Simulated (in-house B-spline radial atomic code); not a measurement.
Ne. Computed with a B-spline radial atomic code. Model: non-relativistic spherical atom: semilocal Troullier-Martins pseudo-atom, one channel per l, against all electrons, high spin, G0W0 and RPA with empty states to l = 8, local potential for every l without a channel, a model core (radius 0 = none) keeps its share of the functional.

What the tables leave out is listed at the end.

The pseudopotential gives back the lowest level of each angular momentum of its own functional in the configuration it was made in; a second state of the same l is only approximately right. Exact exchange, RPA and GW see the smooth pseudo-orbitals and miss the exchange with the core, for which the functional's share stands in. The column with an uncorrelated core keeps all orbitals and exact exchange, and so separates missing core correlation from pseudisation. Only the three outermost levels and the lowest empty one were computed. RPA here is direct RPA, with no exchange kernel, and its energies carry an (l + 1/2)⁻⁴ tail. A hybrid on a potential with a model core restores only its own semilocal share of the core's exchange.

Command:
```bash
python run_psgw.py task.json out
```
Settings (lengths in bohr, energies in hartree):
```
Z                      10
electrons              10
configuration          [He] 2s2 2p6
generated_in           [He] 2s2 2p6
functional             pbe,pbe
core_shells            1
radius_factor          1.3
core_correction        True
```

Time taken, with all properties: 13 s on 1 thread of Arm Neoverse N1 (shared host).

Given: made with PBE; model core radius 0.257 bohr; local radius 0.939 bohr; mean-field start PBE.

Valence shells of the generating configuration: 2s, 2p.

Channel: s 0.89, p 1.217 (radii in bohr).

Computed: largest level miss in the spin-unpolarised generating configuration 0 eV; valence RPA correlation energy pseudo -0.45689 hartree; all-electron RPA polarisability, core included 2.8102 bohr³; pseudo-atom RPA polarisability 2.7926 bohr³.

```tsv
level	occupied	mean-field all-electron (eV)	mean-field pseudo minus all (eV)	G0W0 all-electron (eV)	G0W0 uncorrelated core minus all (eV)	G0W0 pseudo minus all (eV)	exchange self-energy all-electron (eV)	exchange self-energy pseudo (eV)
2p	1	-13.347	0	-20.585	0.051	0.187	-37.41	-36.098
```

What is the valence RPA correlation energy all-electron orbitals?

-0.49122 hartree.

Given: mean-field start PBE0.

Computed: valence RPA correlation energy all-electron orbitals -0.46607 hartree; all-electron RPA polarisability, core included 2.3536 bohr³; pseudo-atom RPA polarisability 2.3493 bohr³.

```json
{"level": "2p", "occupied": "1", "mean-field all-electron (eV)": "-15.996", "mean-field pseudo minus all (eV)": "0.018", "G0W0 all-electron (eV)": "-21.2", "G0W0 uncorrelated core minus all (eV)": "0.054", "G0W0 pseudo minus all (eV)": "0.18", "exchange self-energy all-electron (eV)": "-37.553", "exchange self-energy pseudo (eV)": "-36.213"}
```

What is the valence RPA correlation energy pseudo?

-0.43392 hartree.

Among the listed levels the largest G0W0 shift of the pseudo-atom is +0.19 eV, for 2p on the PBE start, while leaving the core uncorrelated moves that level by +0.05 eV. So pseudisation and the lost core exchange, not the missing core correlation, make the error. Not in the tables (levels of low weight, unsolved or above zero; the highest and the empty levels are kept at any weight): on PBE the G0W0 levels 2s (pseudo minus all -0.13 eV, weights 0.19 and 0.26); on PBE0 the G0W0 levels 2s (pseudo minus all -1.52 eV, weights 0.32 and 0.20); no Hartree-Fock pseudo-atom is run with a model core.
